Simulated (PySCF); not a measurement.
BCl3, SMILES B(Cl)(Cl)Cl.

Coordinates come from a PBE0-D3(BJ)/def2-SVP optimisation. The isomer is the one that the SMILES or the coordinates give; other isomers of the formula were not compared.

Calculation: PySCF with PBE/def2-TZVPD.

Symmetry labels are those of the subgroup C2v that the program uses (full group D3h).

Computed valence orbital energies around the gap with their symmetry:
| orbital | symmetry | energy (eV) |
|---|---|---|
| HOMO−7 | A1 | -11.36 |
| HOMO−6 | B1 | -11.36 |
| HOMO−5 | B2 | -10.17 |
| HOMO−4 | B1 | -8.60 |
| HOMO−3 | A1 | -8.60 |
| HOMO−2 | B2 | -8.52 |
| HOMO−1 | A2 | -8.52 |
| HOMO | B1 | -7.71 |
| LUMO | B2 | -2.75 |
| LUMO+1 | A1 | -0.70 |
| LUMO+2 | A1 | 0.15 |
| LUMO+3 | A1 | 0.39 |
